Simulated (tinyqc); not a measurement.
Worked calculation: Hueckel theory of the pi electrons, for the molecule c1[cH-]cnn1 (SMILES; centres numbered as the heavy atoms are written). One step of it, computed by the program tinyqc.

Problem. Orbitals. Diagonalise; E = alpha + x beta with beta < 0, so the largest x are filled first; degenerate levels share their electrons. P = sum n_i c_ri c_si; each orbital has its largest coefficient positive (the first on a tie).

Hueckel matrix in units of beta (H = alpha + beta A), lower triangle:
```
          1C        2C        3C        4N        5N
1C  0.000000
2C  1.000000  0.000000
3C  0.000000  1.000000  0.000000
4N  0.000000  0.000000  1.000000  0.500000
5N  1.000000  0.000000  0.000000  1.000000  0.500000
```

pi electrons, sum of z_r less the charge = 6

Give: x values; occupations; coefficients; charge and bond-order matrix P.

Solution.

x values: 2.2413  0.8442  0.7808  -1.2808  -1.5855

occupations: 2.0000  2.0000  2.0000  0.0000  0.0000

coefficients:
```
       MO1      MO2      MO3      MO4      MO5
1C  0.3942   0.2856   0.5573   0.4352  -0.5129
2C  0.3517   0.6765   0.0000   0.0000   0.6470
3C  0.3942   0.2856  -0.5573  -0.4352  -0.5129
4N  0.5317  -0.4354  -0.4352   0.5573   0.1662
5N  0.5317  -0.4354   0.4352  -0.5573   0.1662
```

charge and bond-order matrix P, lower triangle:
```
         1C       2C       3C      4N      5N
1C   1.0951
2C   0.6637   1.1628
3C  -0.1474   0.6637   1.0951
4N  -0.3146  -0.2151   0.6556  1.3235
5N   0.6556  -0.2151  -0.3146  0.5660  1.3235
```
